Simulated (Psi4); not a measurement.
**Exact exchange and the dipole moment of C2H3ClO (acetyl chloride)**

C2H3ClO has 7 atoms, charge 0, and is taken as a singlet. As SMILES, `CC(=O)Cl`. The shape is that of a PBE0-D4/def2-TZVP optimisation.

The dipole moment y, in D, basis cc-pVDZ; a is the functional's share of exact exchange. Programs: Psi4 1.11.

```
functional  program     a  y (D)
      BLYP     Psi4     0   2.51
       PBE     Psi4     0   2.57
     TPSSh     Psi4   0.1   2.68
     B3LYP     Psi4   0.2   2.65
      PBE0     Psi4  0.25      ?
     BHLYP     Psi4   0.5   2.82
```

Question: Fit y = c + s·a to the known rows and predict PBE0.

Answer: 
1. Means of the 5 rows: a = 0.1600, y = 2.646.
2. Σ(Δa)² = 0.172, Σ(Δa·Δy) = 0.0912, so the slope is 0.0912/0.172 = 0.53023.
3. Intercept: 2.646 − (0.53023) × 0.1600 = 2.561. The largest residual of the fit is 0.066.
4. PBE0: 2.561 + (0.53023) × 0.25 = 2.69 D.

The run gave 2.73 D, so the prediction is off by -0.04 D, within the largest residual. More exact exchange makes the molecule more polar here. The measured value is 2.72 D (NIST CCCBDB).
